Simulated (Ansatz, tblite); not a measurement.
# The cluster TaO2−: charged states by level of theory

One table from this session's results is given with a row withheld; the runs are named, their logs left out.

Method: as each input shows; program: Ansatz 0.2.0, Gaussian basis.

Plan: charge 0 doublet, at the geometry of the singlet (PBE0-D4/def2-TZVPD, PBE-D4/def2-TZVPD, r2SCAN-D4/def2-TZVPD, CCSD(T)/def2-TZVPPD); the starting singlet's energies come from earlier runs.

### The relaxed structure

The geometry is that of the singlet, from an earlier relaxation (PBE-D4/def2-TZVPD). At that level it is the lowest of the isomers that a small search found.

3 atoms, charge -1, spin multiplicity 1.

Atoms are counted from 1 here; the program's logs count them from 0.

Bond lengths: Ta1–O2 1.762 Å, Ta1–O3 1.762 Å. Angles: O2–Ta1–O3 107.1°.

Ta takes a core potential in the def2 sets. No spin-orbit coupling is included. The ion is computed in the gas phase, without counter-ions or solvent.

The first run:

in.yaml

```yaml
crystal:
  periodic: [false, false, false]
  atoms:
    - {symbol: Ta, position_ang: [-0.687162, 0.077863, 0.094383]}
    - {symbol: O, position_ang: [0.575912, 1.179898, 0.638813]}
    - {symbol: O, position_ang: [0.111250, -1.257761, -0.733196]}
basis:
  gaussian: {orbitals: def2-TZVPD}
magnetization: {spin_polarized: true, initial_magnetization: 1}
hamiltonian: {xc: pbe0, dispersion: d4}
output: {orbitals: {seedname: orbitals}}
```

Command:

```bash
ansatz run in.yaml --threads 2 --pin off --events-out ev --progress --plain --max-ram 4352MiB
```

Steps of the session up to this table: Charge 0 doublet at the fixed geometry, PBE0-D4/def2-TZVPD; Charge 0 doublet at the fixed geometry, PBE-D4/def2-TZVPD; Charge 0 doublet at the fixed geometry, r2SCAN-D4/def2-TZVPD; Charge 0 doublet at the fixed geometry, CCSD(T)/def2-TZVPPD.

One of the session's tables, all rows but one given; the rest of the session is left out.

```
               level  vertical ionisation energy (eV)
      HF/def2-TZVPPD                            +1.46
   PBE-D4/def2-TZVPD                            +2.04
r2SCAN-D4/def2-TZVPD                            +1.90
  PBE0-D4/def2-TZVPD                                ?
     MP2/def2-TZVPPD                            +2.20
    CCSD/def2-TZVPPD                            +2.31
 CCSD(T)/def2-TZVPPD                            +2.37
```

Q: Estimate the row for PBE0-D4/def2-TZVPD from the others.

**Answer.** vertical ionisation energy (eV): +2.09. In the column «vertical ionisation energy (eV)» it lies between PBE-D4/def2-TZVPD (+2.04) and MP2/def2-TZVPPD (+2.20).
